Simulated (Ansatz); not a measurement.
Geometry optimisation, UKS PBE/cc-pVDZ (Ansatz).

The input (input.yaml):

```yaml
crystal:
  periodic: [false, false, false]
  atoms:
    - { symbol: B, position_ang: [-0.8622, 0.0442, -0.7344] }
    - { symbol: "N", position_ang: [-0.4247, -0.7955, 0.3945] }
    - { symbol: B, position_ang: [-1.52422, -1.77403, 0.65205] }
    - { symbol: H, position_ang: [-1.6256, -0.3466, -1.5065] }
    - { symbol: H, position_ang: [-0.9364, 1.2568, -0.6227] }
    - { symbol: H, position_ang: [-1.64882, -2.76057, -0.02667] }
    - { symbol: H, position_ang: [-2.53795, -1.44611, 1.24678] }
magnetization:
  spin_polarized: true
  initial_magnetization: 1
basis:
  gaussian: { orbitals: cc-pVDZ }
hamiltonian:
  xc: pbe
relax:
  f_tol: 0.015
  max_steps: 40
output:
  orbitals: {}
```

Command:

```bash
$ ansatz run input.yaml --threads 1 --pin off --max-ram 2048MiB --backend cpu --events-out ev --progress --plain --runs-dir out
```

Problem. Where does it end, and by what steps?

Solution. The run converged. The force dipped under the threshold on the way, but the program's further checks kept it going. After 15 steps the energy has fallen by 1.408 eV; H4 moved furthest, 1.06 Å.

```csv
step,energy less start (eV),largest force component (eV/Å),accepted
0,0.0000,3.400,yes
1,-0.5648,2.090,yes
2,-0.7666,1.350,yes
3,-0.9862,0.615,yes
4,-1.1314,0.570,yes
5,-1.2699,0.514,yes
6,-1.3584,0.215,yes
7,-1.4017,0.065,yes
8,-1.4074,0.008,yes
9,-1.4076,0.039,yes
10,-1.4082,0.007,yes
11,-1.3823,0.322,no
12,-1.4080,0.063,no
13,-1.4083,0.013,yes
14,-1.4084,0.020,yes
15,-1.4084,0.008,yes
```

```xyz
7
Properties=species:S:1:pos:R:3
B -0.987 0.203 -0.901
N -1.365 -0.832 -0.086
B -1.745 -1.866 0.730
H -0.835 0.023 -2.103
H -0.795 1.320 -0.438
H -1.688 -3.024 0.334
H -2.146 -1.645 1.866
```

Time of the run: 30 s on 1 thread of Arm Neoverse V1, on a shared host, peak memory 0.12 GiB.
